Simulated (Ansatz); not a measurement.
Geometry optimisation, Ansatz, RKS PBE/def2-SVP.

Input:

```yaml
crystal:
  periodic: [false, false, false]
  atoms:
    - { symbol: Si, position_ang: [-0.464081, 0.044598, 0.932512] }
    - { symbol: Si, position_ang: [1.334477, -0.947156, 0.003156] }
    - { symbol: C, position_ang: [-1.060308, 0.952156, -0.64136] }
    - { symbol: H, position_ang: [-0.34701, 0.668806, -1.4193] }
    - { symbol: H, position_ang: [-1.46849, -0.950381, 1.461863] }
    - { symbol: H, position_ang: [-0.102655, 0.973661, 2.066337] }
    - { symbol: H, position_ang: [2.177355, 0.162647, -0.583676] }
    - { symbol: H, position_ang: [2.23354, -1.828698, 0.837854] }
    - { symbol: H, position_ang: [0.813322, -1.768791, -1.154544] }
    - { symbol: H, position_ang: [-1.042918, 2.056688, -0.538412] }
    - { symbol: H, position_ang: [-2.073232, 0.636269, -0.964329] }
basis:
  gaussian: { orbitals: def2-SVP }
hamiltonian:
  xc: pbe
relax:
  f_tol: 0.03
  max_steps: 50
output:
  orbitals: {}
```

Launched with:

```bash
$ ansatz run input.yaml --threads 2 --pin off --max-ram 3072MiB --backend cpu --events-out ev --progress --plain --runs-dir out
```

Q: Where does it end, and by what steps?

A: The forces met the threshold. The force dipped under the threshold on the way, but the program's further checks kept it going. After 14 steps the energy has fallen by 0.252 eV; H4 moved furthest, 1.10 Å.

```csv
step,energy less start (eV),largest force component (eV/Å),accepted
0,0.0000,1.105,yes
1,-0.1236,0.251,yes
2,-0.1588,0.286,yes
3,-0.1774,0.254,yes
4,-0.1929,0.033,yes
5,-0.1823,0.748,no
6,-0.2010,0.049,yes
7,-0.2098,0.132,yes
8,-0.2180,0.412,yes
9,-0.2311,0.380,yes
10,-0.2478,0.017,yes
11,-0.2418,0.317,no
12,-0.2501,0.069,yes
13,-0.2487,0.157,no
14,-0.2516,0.004,yes
```

```xyz
11
Properties=species:S:1:pos:R:3
Si -0.486 -0.028 0.717
Si 1.563 -0.969 0.029
C -1.251 1.056 -0.639
H -1.415 0.474 -1.568
H -1.426 -1.149 1.084
H -0.249 0.787 1.964
H 2.536 0.111 -0.372
H 2.188 -1.781 1.134
H 1.356 -1.872 -1.160
H -0.588 1.911 -0.881
H -2.229 1.460 -0.308
```

Whether the end is a true minimum wasn't checked by a vibrational analysis.

The run took 17 s on 2 threads of Intel(R) Xeon(R) CPU @ 2.80GHz (Skylake/Cascade Lake), on a shared host, peak memory 0.14 GiB.
